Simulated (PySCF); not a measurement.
Molecule: 1-methylimidazole (Cn1ccnc1, C₄H₆N₂).

Cartesian coordinates in Å; atom numbers follow the order of the lines, from 1:
```xyz
12

C    -1.6511   -0.2214    0.1524
N    -0.2495    0.0463    0.0068
C     0.7516   -0.8833   -0.0376
C     1.9147   -0.1798   -0.1585
N     1.6505    1.1514   -0.1875
C     0.3548    1.2535   -0.0859
H    -1.8665   -0.6160    1.1489
H    -1.9778   -0.9533   -0.5890
H    -2.2103    0.7022    0.0104
H     0.5530   -1.9339    0.0172
H     2.9196   -0.5447   -0.2264
H    -0.1878    2.1782   -0.0769
```

Frames of a GFN2-xTB Langevin trajectory at 200 K; GIAO PBE0/pcSseg-1 shieldings in PySCF 2.14.0 with density-fitted response routines, gas phase, non-relativistic; equivalent atoms averaged within each frame.

Referencing at the same level of theory: 13C (186.93 ppm), 1H (31.72 ppm) against TMS; 15N (267.73 ppm) vs NH3. The references are static minima.

Task: How do the shifts (ppm) fluctuate along the trajectory?

Result: 
```csv
time (fs),C6,C4,C3,C1,N5,N2,H10,H12,H11,H7/H8/H9
optimised geometry,140.3,137.2,122.6,33.6,305.0,183.8,6.86,7.15,7.30,3.77
250,143.3,137.1,128.9,31.6,302.4,191.0,7.57,7.50,7.16,3.64
425,142.4,141.6,119.7,32.5,326.6,174.2,6.13,7.32,7.57,3.50
625,137.6,136.0,119.3,29.6,308.3,179.2,6.55,7.12,7.42,3.70
800,141.3,136.9,122.0,37.3,313.6,181.9,6.61,7.64,6.86,3.85
1000,141.6,135.4,130.1,35.2,296.1,192.1,6.88,7.59,6.77,4.31
mean of frames,141.2,137.4,124.0,33.3,309.4,183.7,6.75,7.43,7.16,3.80
standard deviation,2.2,2.5,5.1,3.0,11.6,7.7,0.53,0.21,0.35,0.31
```

5 frames give an uncertainty of the mean of about the standard deviation over 2.2 at best, since frames this close in time may not be independent; classical motion lacks zero-point vibration, and the reference would need the same averaging.
